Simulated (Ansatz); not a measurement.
A calculation with Ansatz (development build ahead of 0.2.0).

```yaml
crystal:
  periodic: [false, false, false]
  atoms:
    - { symbol: Mg, position_ang: [0.0, 0.0, 0.0] }
    - { symbol: C, position_ang: [0.0, 5.2405, 0.0] }
    - { symbol: Na, position_ang: [0.0, -7.414, 0.0] }
basis:
  gaussian: { orbitals: pcseg-2 }
magnetization:
  spin_polarized: true
  initial_magnetization: 1
hamiltonian:
  xc: pbe
```

The input is written out in the form of the current development build from the run's settings.

Output:

* Converged: yes
* Total energy: -399.92347 hartree
* Spin squared of the determinant: 1.754
* Stability test: minimum

Caution: charge can spread falsely over distant fragments; the unrestricted determinant is a mixture of spin states.
